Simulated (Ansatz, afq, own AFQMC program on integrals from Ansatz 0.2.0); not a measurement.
Atomization energy of AlBH2, triplet

```json
{"atom": "B", "x (Å)": "0.0000", "y (Å)": "0.0000", "z (Å)": "1.0513"}
{"atom": "Al", "x (Å)": "0.0000", "y (Å)": "0.0000", "z (Å)": "-0.8575"}
{"atom": "H", "x (Å)": "0.0000", "y (Å)": "0.0000", "z (Å)": "2.2344"}
{"atom": "H", "x (Å)": "0.0000", "y (Å)": "0.0000", "z (Å)": "-2.4283"}
```

Connectivity, by distances: BH–AlH.

Atoms in their ground-state spins without spin–orbit coupling (mostly on UHF) minus the molecule (UHF), without zero-point energy. The geometry is a stationary point, not shown to be a minimum.

Basis 6-31G. Noble-gas cores (and the filled d shells of Ga–Kr and In–Xe) are frozen. Integrals, coupled cluster, full CI and functionals: Ansatz 0.2.0; the random walks run on the same integrals in our own AFQMC program. The CISD trial takes its coefficients from CCSD amplitudes. Released means that phaseless walkers are propagated on without the constraint, phases kept. Error bars are statistical, one sigma. The errors of all members are added in quadrature.

Full CI on the same integrals is exact in this basis and with this determinant's frozen core.

Errors are counted within 6-31G, not against nature.

Cautions: AlBH₂ (triplet): its ph-AFQMC/CISD value lies 15.6 ± 2.2 meV above full CI.

Reference (full CI): 166.9 kcal/mol.

```tsv
level	atomization energy (kcal/mol)	error against FCI (kcal/mol)
HF	149.8	-17.0
MP2	169.9	3.0
CCSD	165.1	-1.8
CCSD(T)	166.3	-0.6
ph-AFQMC/HF	168.4 ± 0.6	1.5 ± 0.6
ph-AFQMC/CISD	166.6 ± 0.05	-0.3 ± 0.05
released AFQMC	166.8 ± 0.03	-0.1 ± 0.03
```

Correlation beyond CCSD(T) adds 0.6 kcal/mol. The perturbative (T) step is worth +1.3 kcal/mol.

A walk keeps the symmetry of its determinant, which the program's search chose and which needn't be the lowest solution, so a lower state of the same spin and another symmetry isn't excluded. Released energies are given only where the last usable release times agree within the noise; a slower fall can still hide under it.
